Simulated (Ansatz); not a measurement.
Consider the substitution at a C–Cl bond: `FCCCCl` + H–F → `FCCCF` + HCl.

Program: Ansatz. Geometries: PBE0-D4/def2-TZVP. ΔE: electronic, gas phase. CCSD(T)/CBS is the MP2 limit (def2-TZVPP, def2-QZVPP) plus CCSD(T) − MP2 in def2-TZVPP, frozen cores. This one scheme is used for every species. DFT in def2-TZVPP. Each species was taken in one conformer, which may not be the lowest.

`FCCCCl`:

```xyz
11

F    -0.002    1.994   -0.267
C     0.249    0.819   -0.958
C     0.584   -0.283    0.014
C    -0.533   -0.603    0.981
Cl   -1.956   -1.295    0.149
H     1.083    1.005   -1.640
H    -0.646    0.578   -1.539
H     1.462    0.014    0.598
H     0.857   -1.179   -0.551
H    -0.219   -1.341    1.717
H    -0.878    0.292    1.497
```

H–F:

Z-matrix (Å, degrees):
```
F
H 1 0.920
```

`FCCCF`:

```xyz
11

F     0.014    0.032   -2.008
C     0.794    0.388   -0.918
C     0.381   -0.414    0.291
C    -1.031   -0.130    0.737
F    -1.137    1.189    1.152
H     1.838    0.197   -1.180
H     0.656    1.459   -0.748
H     0.470   -1.482    0.066
H     1.072   -0.195    1.111
H    -1.742   -0.278   -0.081
H    -1.315   -0.766    1.579
```

HCl:

Cartesian coordinates in Å:
```
Cl -0.207 0.006 0.605
H 0.207 -0.006 -0.605
```

(1) Is it downhill or uphill in electronic energy at CCSD(T)/CBS, and by how much? (An estimate is asked.)

(2) What do these levels give: r2SCAN-D4, r2SCAN, HF/def2-TZVPP, MP2/def2-TZVPP, CCSD(T)/def2-TZVPP, MP2/def2-QZVPP? (An estimate is asked.)

Largest T1 diagnostic among the species: 0.010.

Answers

(1) The calculation gave: Uphill: ΔE = +0.27 eV.

(2) Computed: r2SCAN-D4 0.15, r2SCAN 0.14, HF/def2-TZVPP 0.02, MP2/def2-TZVPP 0.32, CCSD(T)/def2-TZVPP 0.21, MP2/def2-QZVPP 0.35 eV.

In def2-TZVPP, CCSD(T) changes the Hartree–Fock value by +0.19 eV (the triples alone add +0.03 eV) and MP2 by +0.30 eV. The D4 term adds +0.07 eV with B3LYP and +0.04 eV with PBE0; it sums over pairs of atoms, weighted by their polarisabilities, and B3LYP, whose exchange is more repulsive, gets the larger term.

B3LYP here is the variant with VWN-RPA as its local correlation; programs differ in this.
